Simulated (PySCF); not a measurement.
Energies from PySCF, thermal terms from the rigid-rotor harmonic-oscillator model, ideal gas at 1 bar. 'Table' is the NASA 1993 thermochemical table (part measured, part estimated). All species are closed-shell singlets. The harmonic model lacks anharmonicity and excited electronic states, which grow with temperature; levels with a mode under 35 cm⁻¹ are left out. Internal rotation in C₃H₆ (propylene) is treated as a harmonic vibration of one conformer, which makes the entropy rough.

Harmonic frequencies at PBE0/def2-TZVP (cm⁻¹): 208, 422, 593, 940, 942, 947, 1029, 1069, 1193, 1326, 1398, 1445, 1470, 1485, 1730, 3038, 3093, 3125, 3146, 3153, 3237. Point group Cs; S°(298 K) = 264.5 J/mol/K at this level.

Question: Work out Cp and S° of gaseous C₃H₆ (propylene) at 500, 800, 1200, 1600, 2000 K from these, and set them beside the table.

Answer: 
| T (K) | Cp PBE0/def2-TZVP | Cp table | S° PBE0/def2-TZVP | S° table |
|---|---|---|---|---|
| 500 | 94.7 | 95.0 | 304.6 | 307.3 |
| 800 | 129.3 | 128.8 | 357.3 | 360.0 |
| 1200 | 157.6 | 155.6 | 415.6 | 417.8 |
| 1600 | 174.3 | 171.9 | 463.4 | 465.0 |
| 2000 | 184.3 | 182.4 | 503.5 | 504.6 |
Units J/mol/K.
